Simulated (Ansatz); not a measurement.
Geometry optimisation, RKS B3LYP/cc-pVDZ in Ansatz.

input.yaml

```yaml
crystal:
  periodic: [false, false, false]
  atoms:
    - { symbol: Al, position_ang: [0.0, 0.0, 0.0] }
    - { symbol: H, position_ang: [1.0219, 0.0, 1.433] }
    - { symbol: C, position_ang: [2.1347, 0.0, 0.3896] }
    - { symbol: H, position_ang: [2.4643, -1.0462, 0.2194] }
    - { symbol: H, position_ang: [1.9982, 0.508, -0.5878] }
    - { symbol: H, position_ang: [2.9043, 0.5381, 0.9814] }
    - { symbol: F, position_ang: [-1.4635, 0.0, -0.845] }
basis:
  gaussian: { orbitals: cc-pVDZ }
hamiltonian:
  xc: b3lyp
relax:
  f_tol: 0.15
  max_steps: 25
  restrain:
    - { distance: [1, 2], at: 2.31, k: 30.0 }
    - { distance: [0, 1], at: 1.56, k: 30.0 }
    - { distance: [0, 2], at: 1.97, k: 30.0 }
```

Command:

```bash
$ ansatz run input.yaml --threads 1 --pin off --max-ram 2048MiB --backend cpu --events-out ev --progress --plain --runs-dir out
```

Problem. Where does it end, and by what steps?

Solution. The forces met the threshold. The restraints hold the end off the free minimum; the threshold counts their pulls, which the force column leaves out. Restrained pairs: H2–C3 (1.53 → 2.37 Å), Al1–H2 (1.76 → 1.55 Å), Al1–C3 (2.17 → 1.94 Å). After 10 steps the energy has fallen by 3.808 eV (the restraints' own energy left out); H5 moved furthest, 0.76 Å.

```
step  energy less start (eV)  largest force component (eV/Å)  accepted
   0                  0.0000                           3.883       yes
   1                  0.4082                           2.768       yes
   2                 -0.8112                           2.904       yes
   3                 -2.2539                           2.565       yes
   4                 -3.2396                           3.618       yes
   5                 -3.4850                           2.828       yes
   6                 -3.7509                           1.973       yes
   7                 -3.7899                           1.621       yes
   8                 -3.8164                           1.413       yes
   9                 -3.8171                           1.373        no
  10                 -3.8083                           1.371       yes
```

```xyz
7
Properties=species:S:1:pos:R:3
Al 0.181 -0.011 0.273
H 0.548 -0.334 1.743
C 2.100 0.068 -0.007
H 2.413 -0.947 0.313
H 2.649 0.330 -0.927
H 2.416 0.745 0.811
F -1.247 0.149 -0.615
```

Time of the run: 22 s on 1 thread of Arm Neoverse V2 (shared host), peak memory 0.13 GiB.
